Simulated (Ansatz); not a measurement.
Rubidium, bcc: convergence with Fermi-Dirac smearing

Computed with Ansatz, r²SCAN, scalar-relativistic PAW, on the relaxed cell (a = 5.735 Å; spin not included). Errors count from a run at 500 eV on a Γ-centred 13×13×13 mesh with Fermi-Dirac smearing of 0.1 eV, extrapolated to zero width. Fixed here: cutoff 500 eV, mesh 8×8×8. The SCF starts from atomic densities corrected by a trained network.

| width (eV) | E(σ→0) error (meV/atom) | F error (meV/atom) | P (GPa) | SCF iterations |
| --- | --- | --- | --- | --- |
| 0.01 | 7.1 | 6.7 | 0.02 | 7 |
| 0.03 | 6.6 | 4.5 | 0.02 | 7 |
| 0.1 | 4.0 | -11.8 | 0.02 | 7 |
| 0.3 | 0.1 | -126.1 | 0.08 | 6 |
| 0.6 | -22.8 | -492.2 | 0.25 | 6 |
| 1.0 | -132.2 | -1265.5 | 0.57 | 6 |

Problem. What does the run at 0.2 give (width)?

Solution. E(σ→0) error (meV/atom): 1.1; F error (meV/atom): -55.7; P (GPa): 0.04; SCF iterations: 7.
